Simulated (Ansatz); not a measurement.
# C4H9NO: how energies converge with the basis set

One table from this session's results is given with a row withheld; the runs are named, their logs left out.

Program: Ansatz 0.2.0, Gaussian basis. Level of theory: one geometry, several basis sets. These are calculated values, not measurements.

The runs, in order: PBE0-D4/def2-SVP; ωB97M-V/def2-SVP; PBE0-D4/def2-QZVPP; ωB97M-V/def2-QZVPP; the functionals' def2-TZVPP values are taken from earlier runs.

### The geometry

The geometry comes from an earlier relaxation with PBE0-D4 in a triple-zeta def2 set; it is a stationary point, not always the lowest conformer.

SMILES `CCCC(N)=O`, 15 atoms, charge 0, spin multiplicity 1.

Atoms are counted from 1 here; the program's logs count them from 0.

Bond lengths: C1–C2 1.518 Å, C1–H7 1.094 Å, C1–H8 1.094 Å, C1–H9 1.092 Å, C2–C3 1.518 Å, C2–H10 1.092 Å, C2–H11 1.095 Å, C3–C4 1.515 Å, C3–H12 1.095 Å, C3–H13 1.097 Å, C4–N5 1.357 Å, C4–O6 1.213 Å, N5–H14 1.002 Å, N5–H15 1.005 Å. Angles: C2–C1–H7 111.2°, C2–C1–H8 111.5°, C2–C1–H9 111.2°, H7–C1–H8 107.5°, H7–C1–H9 107.6°, H8–C1–H9 107.6°, C1–C2–C3 112.4°, C1–C2–H10 110.7°, C1–C2–H11 110.0°, C3–C2–H10 108.4°, C3–C2–H11 109.1°, H10–C2–H11 106.0°, C2–C3–C4 112.7°, C2–C3–H12 110.8°, C2–C3–H13 109.7°, C4–C3–H12 110.5°, C4–C3–H13 106.6°, H12–C3–H13 106.3° and more.

Set-up of the first run:

The input, in.yaml:

```yaml
crystal:
  periodic: [false, false, false]
  atoms:
    - {symbol: C, position_ang: [-1.693354, -1.442890, -0.412036]}
    - {symbol: C, position_ang: [-0.238459, -1.043529, -0.245390]}
    - {symbol: C, position_ang: [-0.071388, 0.444471, 0.004573]}
    - {symbol: C, position_ang: [1.381596, 0.872082, 0.035368]}
    - {symbol: N, position_ang: [1.652452, 1.937266, 0.831883]}
    - {symbol: O, position_ang: [2.242531, 0.321782, -0.617791]}
    - {symbol: H, position_ang: [-2.150379, -0.924977, -1.260273]}
    - {symbol: H, position_ang: [-2.281381, -1.198987, 0.477700]}
    - {symbol: H, position_ang: [-1.791340, -2.516183, -0.588191]}
    - {symbol: H, position_ang: [0.339314, -1.310075, -1.132935]}
    - {symbol: H, position_ang: [0.210389, -1.599090, 0.584165]}
    - {symbol: H, position_ang: [-0.578306, 0.742878, 0.928629]}
    - {symbol: H, position_ang: [-0.548536, 1.011009, -0.805173]}
    - {symbol: H, position_ang: [0.938144, 2.403387, 1.358624]}
    - {symbol: H, position_ang: [2.588726, 2.302855, 0.840834]}
basis:
  gaussian: {orbitals: def2-SVP}
hamiltonian: {xc: pbe0, dispersion: d4}
output: {orbitals: {seedname: orbitals}}
```

Started as:

```
> ansatz run in.yaml --threads 2 --pin off --events-out ev --progress --plain --max-ram 32768MiB --backend cpu
```

Steps of the session up to this table: PBE0-D4 in def2-SVP; ωB97M-V in def2-SVP; PBE0-D4 in def2-QZVPP; ωB97M-V in def2-QZVPP.

One of the session's tables, all rows but one given; the rest of the session is left out.

It belongs to the step «Functionals by basis». 

```
functional       basis  HOMO (eV)  LUMO (eV)
   PBE0-D4    def2-SVP      -7.05       1.13
   PBE0-D4  def2-TZVPP      -7.27       0.77
   PBE0-D4  def2-QZVPP      -7.31       0.41
   ωB97M-V    def2-SVP      -9.48       3.18
   ωB97M-V  def2-TZVPP          ?          ?
   ωB97M-V  def2-QZVPP      -9.76       1.54
```

Q: Estimate the row for ωB97M-V, def2-TZVPP from the others.

**Answer.** HOMO (eV): -9.71; LUMO (eV): 2.23. In the column «HOMO (eV)» it lies between ωB97M-V, def2-QZVPP (-9.76) and ωB97M-V, def2-SVP (-9.48).
